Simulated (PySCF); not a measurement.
Compound: C₃H₆OS.
Atom-mapped SMILES: `[CH3:1][O:2][C@H:3]1[CH2:4][S:5]1` (hydrogens: H6, H7, H8 on C1; H9 on C3; H10, H11 on C4)

The same species was optimised twice, with GFN2-xTB and with PBE0-D3(BJ)/def2-SVP (PySCF), and the same property calculations (PySCF, gas phase) were run on both structures.

| coordinate | GFN2-xTB | PBE0-D3(BJ)/def2-SVP | change |
| --- | --- | --- | --- |
| C4–H11 (Å) | 1.082 | 1.095 | +0.013 |
| C4–H10 (Å) | 1.081 | 1.095 | +0.014 |
| C4–S5 (Å) | 1.803 | 1.817 | +0.014 |
| C1–O2 (Å) | 1.414 | 1.402 | -0.012 |
| C1–H8 (Å) | 1.095 | 1.106 | +0.011 |
| C1–H7 (Å) | 1.087 | 1.098 | +0.011 |
| C1–H6 (Å) | 1.095 | 1.105 | +0.010 |
| C3–H9 (Å) | 1.091 | 1.101 | +0.010 |
| C3–C4 (Å) | 1.477 | 1.468 | -0.009 |
| C3–S5 (Å) | 1.829 | 1.837 | +0.008 |
| O2–C3 (Å) | 1.360 | 1.359 | -0.001 |
| O2–C3–C4 (°) | 118.0 | 116.8 | -1.2 |
| C3–C4–H11 (°) | 116.8 | 115.6 | -1.2 |
| O2–C1–H7 (°) | 106.4 | 107.5 | +1.1 |
| H7–C1–H8 (°) | 109.9 | 108.9 | -1.0 |
| S5–C3–H9 (°) | 111.8 | 112.6 | +0.8 |
| S5–C4–H11 (°) | 114.5 | 115.3 | +0.8 |
| S5–C4–H10 (°) | 115.5 | 116.2 | +0.7 |
| O2–C1–H8 (°) | 111.0 | 111.7 | +0.7 |
| C1–O2–C3–C4 (°) | -157 | -153 | +4 |

Rotational constants: A = 8824, B = 2876, C = 2361 MHz (GFN2-xTB) against A = 8638, B = 2917, C = 2376 MHz (PBE0-D3(BJ)/def2-SVP). Point groups within 0.08 Å: C1 and C1.

On the GFN2-xTB structure: HOMO (eV) -6.57 [PBE0/pcSseg-1]; LUMO (eV) 0.43 [PBE0/pcSseg-1]; dipole (D) 1.83 [PBE0/pcSseg-1]; GIAO shielding of C1 (ppm) 125.7 [PBE0/pcSseg-1]; GIAO shielding of O2 (ppm) 273.9 [PBE0/pcSseg-1]; GIAO shielding of C3 (ppm) 110.1 [PBE0/pcSseg-1]; GIAO shielding of C4 (ppm) 159.9 [PBE0/pcSseg-1]; GIAO shielding of S5 (ppm) 686.7 [PBE0/pcSseg-1].

What do these properties become on the PBE0-D3(BJ)/def2-SVP structure?

| property | level | on GFN2-xTB | on PBE0-D3(BJ)/def2-SVP | change |
| --- | --- | --- | --- | --- |
| HOMO (eV) | PBE0/pcSseg-1 | -6.57 | -6.64 | -0.07 |
| LUMO (eV) | PBE0/pcSseg-1 | 0.43 | 0.33 | -0.10 |
| dipole (D) | PBE0/pcSseg-1 | 1.83 | 1.73 | -0.10 |
| energy, GFN2-xTB geometry as zero (kcal/mol) | PBE0/pcSseg-1 | 0.0 | -0.3 | -0.3 |
| GIAO shielding of C1 (ppm) | PBE0/pcSseg-1 | 125.7 | 125.4 | -0.3 |
| GIAO shielding of O2 (ppm) | PBE0/pcSseg-1 | 273.9 | 274.1 | +0.2 |
| GIAO shielding of C3 (ppm) | PBE0/pcSseg-1 | 110.1 | 108.6 | -1.5 |
| GIAO shielding of C4 (ppm) | PBE0/pcSseg-1 | 159.9 | 155.9 | -4.0 |
| GIAO shielding of S5 (ppm) | PBE0/pcSseg-1 | 686.7 | 682.8 | -3.9 |

The heavy atoms differ by 0.028 Å rms after alignment. Among all bonds C4–S5, C4–H10 and C4–H11 change most and about equally (+0.013 to +0.014 Å). Changes are differences of the printed values. Neither structure is proved a minimum here.

Conformer computed: `[CH3:1][O:2][C@H:3]1[CH2:4][S:5]1`: C1–O2–C3–C4 -153°.
